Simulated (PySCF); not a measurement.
Gas-phase reaction: 3 SiF4 + 2 H3SiSiCl3 → 3 SiCl2F2 + 2 SiH2 + 2 SiHF3

Computed with PySCF and rigid-rotor harmonic-oscillator thermochemistry at 1 bar. † marks an energy on the PBE0/def2-TZVP geometry and frequencies; other levels use their own. MP2 freezes the core. All species are closed-shell singlets. B3LYP is the form with VWN-RPA correlation. H3SiSiCl3: computed as isolated molecules; such fragments, hydroxides, amides, oligomers or adducts are transient or little studied in the gas. MP2 isn't extrapolated to the basis-set limit.

```json
[
 {"level": "B3LYP/def2-TZVP†", "ΔH°(298 K), kJ": "432"},
 {"level": "BLYP/def2-TZVP†", "ΔH°(298 K), kJ": "[?]"},
 {"level": "HF/def2-TZVP†", "ΔH°(298 K), kJ": "[?]"},
 {"level": "M06-2X/def2-TZVP†", "ΔH°(298 K), kJ": "467"},
 {"level": "MP2/def2-SVP†", "ΔH°(298 K), kJ": "464"},
 {"level": "MP2/def2-TZVPP†", "ΔH°(298 K), kJ": "493"},
 {"level": "PBE/def2-SVP", "ΔH°(298 K), kJ": "473"},
 {"level": "PBE/def2-TZVP†", "ΔH°(298 K), kJ": "[?]"},
 {"level": "r2SCAN/def2-TZVP†", "ΔH°(298 K), kJ": "510"},
 {"level": "ωB97M-V/def2-TZVP†", "ΔH°(298 K), kJ": "[?]"}
]
```

Question: Some entries are withheld; supply them.

Answer: 
- BLYP/def2-TZVP†, ΔH°(298 K), kJ: 406
- HF/def2-TZVP†, ΔH°(298 K), kJ: 423
- PBE/def2-TZVP†, ΔH°(298 K), kJ: 476
- ωB97M-V/def2-TZVP†, ΔH°(298 K), kJ: 448
